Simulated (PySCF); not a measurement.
1,3,4-Thiadiazole, C₂H₂N₂S, SMILES c1nncs1, point group C2v.

Level: PBE0/pcSseg-1 in PySCF (density fitting, grid level 2); geometry and Hessian at that level, cubic constants and property derivatives from steps of ±0.6 along each species' dimensionless normal coordinates, second-order vibrational perturbation theory. The parent has the commonest isotopes.

Equilibrium geometry (Å):

```json
{"atom": "C1", "x": "1.1746", "y": "-0.1199", "z": "-0.0658"}
{"atom": "N2", "x": "0.6620", "y": "0.9700", "z": "-0.5399"}
{"atom": "N3", "x": "-0.6883", "y": "1.0020", "z": "-0.4296"}
{"atom": "C4", "x": "-1.1679", "y": "-0.0644", "z": "0.1255"}
{"atom": "S5", "x": "0.0208", "y": "-1.2346", "z": "0.5752"}
{"atom": "H6", "x": "2.2411", "y": "-0.3196", "z": "-0.0694"}
{"atom": "H7", "x": "-2.2290", "y": "-0.2138", "z": "0.2958"}
```

An isotope shift is δ(isotopologue) − δ(parent), that is, the negative of the change in the averaged GIAO shielding; n counts bonds from the nearest label (0: the labelled atom itself). These are computed values; those of heavy atoms are rounded to 5 ppb, about the numerical noise. One-bond deuterium shifts of ¹³C at such levels come out too large, by a quarter to a half.

Q: What isotope shifts arise with ²H at 6?

A: 
```
nucleus  n  0 K (ppb)  300 K (ppb)
     H6  0        -85          -81
     C1  1       -265         -245
     N2  2       -370         -300
     S5  2       -890         -785
     N3  3        -50          -45
     C4  3        -70          -60
     H7  4         -1           -1
```

Q: What isotope shifts arise with ³⁴S at 5?

A: 
```
nucleus  n  0 K (ppb)  300 K (ppb)
     S5  0        -90          -70
     C1  1        -10          -10
     C4  1        -10          -10
     N2  2         10            5
     N3  2         10            5
     H6  2          0            0
     H7  2          0            0
```

Q: What isotope shifts arise with ²H at 6, ²H at 7?

A: 
```json
{"nucleus": "H6", "n": "0", "0 K (ppb)": "-89", "300 K (ppb)": "-85"}
{"nucleus": "H7", "n": "0", "0 K (ppb)": "-89", "300 K (ppb)": "-85"}
{"nucleus": "C1", "n": "1", "0 K (ppb)": "-340", "300 K (ppb)": "-310"}
{"nucleus": "C4", "n": "1", "0 K (ppb)": "-340", "300 K (ppb)": "-310"}
{"nucleus": "N2", "n": "2", "0 K (ppb)": "-405", "300 K (ppb)": "-320"}
{"nucleus": "N3", "n": "2", "0 K (ppb)": "-405", "300 K (ppb)": "-320"}
{"nucleus": "S5", "n": "2", "0 K (ppb)": "-1725", "300 K (ppb)": "-1515"}
```
